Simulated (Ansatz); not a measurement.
A calculation with Ansatz (development build ahead of 0.2.0).

```yaml
crystal:
  periodic: [false, false, false]
  atoms:
    - { symbol: "N", position_ang: [0.0, 0.0, 0.0] }
    - { symbol: O, position_ang: [0.0, 0.0, 1.44] }
basis:
  gaussian: { orbitals: def2-SVP }
magnetization:
  spin_polarized: true
  initial_magnetization: 1
hamiltonian:
  xc: hf
correlation:
  method: mp2
  frozen_orbitals: { "N": 1, O: 1 }
output:
  forces: true
```

The input is written out in the form of the current development build from the run's settings.

Output:

- Converged: yes
- Reference energy: -129.07360 hartree
- Correlation energy: -0.25004 hartree
- Total energy: -129.32364 hartree
- Spin squared of the determinant: 1.609
- Stability test: minimum

Forces (eV/Å):
```csv
atom,Fx,Fy,Fz
N1,0.000,0.000,9.256
O2,0.000,0.000,-9.256
```

Caution: bonds are stretched, where a single reference can fail; the unrestricted determinant is a mixture of spin states; forces differ strongly between restricted and unrestricted references.
